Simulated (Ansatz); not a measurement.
**BSiH2, quartet: from triple and quadruple zeta to the limit**

```yaml
atoms:
  - { symbol: Si, position_ang: [0.0000, 0.0000, 0.6500] }
  - { symbol: B, position_ang: [0.0000, 0.0000, -1.3428] }
  - { symbol: H, position_ang: [0.0000, -1.0760, -1.8539] }
  - { symbol: H, position_ang: [0.0000, 1.0760, -1.8539] }
```

Connectivity, by distances: Si–BH2.

Ansatz 0.2.0, UHF determinant, valence electrons correlated. Energies in eV.

| set | X | functions | Hartree–Fock | MP2 correlation | CCSD(T) correlation | time |
| --- | --- | --- | --- | --- | --- | --- |
| def2-TZVPP | 3 | 101 | -8562.5888 | -4.4889 | -5.6044 | 6.5 s on 1 thread of Arm Neoverse V1, on a shared host |
| def2-QZVPP | 4 | 187 | -8562.8434 | -4.7779 | -5.8354 | 3.7 min on 1 thread of Arm Neoverse V1, with other jobs on the host |

Hartree–Fock is taken to follow E(X) = E∞ + A·exp(−7.88·√X), correlation E(X) = E∞ + B·X^−2.97.

Cautions: lower spins were not checked.

Question: Work out the CCSD(T) energy at the limit, and how far the shortcut misses it that extrapolates MP2 and adds CCSD(T) minus MP2 from the smaller set.

Answer: Hartree–Fock: E∞ = E4 + 0.1377·(E4 − E3) = -8562.8785. Correlation: E∞ = E4 + 0.7407·(E4 − E3) = -6.0064 for CCSD(T) and -4.9920 for MP2. The limit is -8568.8850 eV, 0.206 eV below def2-QZVPP. The shortcut gives a correlation energy of -4.9920 + (-1.1156) = -6.1076, 101 meV lower than the direct value.

Past Ne part of the Hartree–Fock step between the two sets comes from the cores, which don't follow the formula, so the 35 meV that it adds to the total can overshoot; that part largely cancels in differences.
